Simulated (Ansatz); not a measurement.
Structure relaxation of CsGaAg2

Computed with DFT PBE, scalar-relativistic, plane waves, PAW (Ansatz 0.2.0). Cutoff 420 eV, Γ-centred k mesh, Gaussian smearing, no spin polarisation in the final step.

CsGaAg2 was placed on the layered alpha-NaFeO2 structure type (R-3m, No. 166), with Cs in place of Na, Ga in place of Fe, Ag in place of O, at a guessed volume.

```xyz
4
Lattice="2.0179 1.1650 7.1009 -2.0179 1.1650 7.1009 0.0000 -2.3301 7.1009" Properties=species:S:1:pos:R:3 pbc="T T T"
Cs    0.0000    0.0000    0.0000
Ga    0.0000    0.0000   10.6513
Ag    0.0000    0.0000    4.7292
Ag    0.0000    0.0000   16.5735
```

Steps on the 6×6×6 mesh (4 atoms). 11 of 11 steps are shown, and the free energy counts from the last. Trial steps that were taken back and renewals of the plane-wave basis can be among the rows.

| step | ΔF (meV/atom) | V (Å³/atom) | P (GPa) | largest force component (eV/Å) |
| --- | --- | --- | --- | --- |
| 1 | 328.8 | 25.04 | 6.61 | 0.683 |
| 2 | 189.1 | 28.07 | 2.48 | 0.512 |
| 3 | 107.9 | 29.83 | 1.08 | 0.376 |
| 4 | 56.8 | 31.41 | -0.80 | 0.530 |
| 5 | 18.0 | 31.22 | 0.03 | 0.219 |
| 6 | 19.1 | 31.74 | -0.68 | 0.070 |
| 7 | 12.7 | 31.71 | -0.04 | 0.059 |
| 8 | 12.2 | 31.75 | -0.01 | 0.012 |
| 9 | 1.9 | 31.75 | 0.66 | 0.010 |
| 10 | 0.1 | 32.23 | 0.16 | 0.006 |
| 11 | 0.0 | 32.23 | 0.15 | 0.007 |

A final relaxation ran on a 12×12×12 mesh. The relaxed crystal, R-3m (No. 166):

Space group R-3m:H (No. 166). a = 4.730 Å, b = 4.730 Å, c = 20.164 Å, α = 90.00°, β = 90.00°, γ = 120.00°
```json
{"atom": "Cs", "site": "3a", "symmetry": "-3m", "x": "0.0000", "y": "0.0000", "z": "0.0000"}
{"atom": "Ga", "site": "3b", "symmetry": "-3m", "x": "0.6667", "y": "0.3333", "z": "0.8333"}
{"atom": "Ag", "site": "6c", "symmetry": "3m", "x": "0.3333", "y": "0.6667", "z": "0.8468"}
```

```
Volume per atom          : 32.56 Å³
Density                  : 5.33 g/cm³
Energy over the elements : -0.04 eV/atom
Gap on the 12×12×12 mesh : 0 eV (a metal)
```

The zero of energy is the elements' standard structures at the same level; no fitted shifts are applied.

The final run used a 12×12×12 mesh on its 4-atom cell and 0.10 eV smearing. For metals, differences of a few meV/atom aren't resolved.

A structure relaxed within its symmetry needn't be a true minimum.

Cost: 3 runs of about 4.2 core-minutes in all, on Arm Neoverse V2 (shared hosts).